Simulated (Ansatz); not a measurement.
Isomers of Na2Li (doublet), relaxed with PBE0/def2-TZVP; total energies from Ansatz at ωB97X-V/def2-TZVP.

| isomer | description | energy (Eh) |
| --- | --- | --- |
| A | point group C2v; 2 × Li–Na 3.12 Å | -331.99224 |
| B | point group Cs; 1 × Li–Na 2.99 Å; 1 × Na–Na 3.31 Å | -331.99261 |

The isomers come from a short search, and lower ones may exist.

Task: Work out the relative energies (1 Eh = 2625.5 kJ/mol) and the Boltzmann populations at 1200 K from electronic energies alone (R = 8.314 J/mol/K).

Result: ΔE: A 1.0, B 0.0 kJ/mol. RT = 9.98 kJ/mol. Factors exp(−ΔE/RT): A 0.905, B 1; sum 1.905. Populations: A 47.5 %, B 52.5 %. Zero-point energy, vibrational entropy and symmetry numbers are left out and can shift these; an error of 4 kJ/mol changes a ratio by a factor of 1.5. Over the other density-functional and correlated levels in def2 sets, the gap between B and A ranges from 1 to 4 kJ/mol.
